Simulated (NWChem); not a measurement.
System: SO, triplet; SMILES O=S

```xyz
2

O      0.0000     0.0000    -0.9954
S      0.0000     0.0000     0.5064
```
Atoms are numbered in this order, from 1.

All runs: NWChem. Geometry optimised at PBE0/def2-SVP; all other runs use it. Pople sets run with spherical d functions. Spin-unrestricted. Vzz has the sign of the potential's second derivative. Excited states of an open shell can be spin-contaminated.

```
quantity                                                                   level  value
------------------------------------------------------  ------------------------  -----
dipole (D)                                                        RPBE/def2-TZVP   1.44
Vzz O1 (a.u.)                                                      PBE0/def2-SVP      …
vertical, lowest excitation (eV)                        BHandHLYP/def2-SVPD, TDA   4.37
cavity-dispersion-structure term (kcal/mol) in acetone          PBE0/6-31G*, SMD      …
highest harmonic frequency (cm⁻¹)                                  PBE0/def2-SVP   1184
```

### Question
Some entries are withheld; supply them.

### Answer

- Vzz O1 (a.u.), value: 0.698
- cavity-dispersion-structure term (kcal/mol) in acetone, value: -2.2
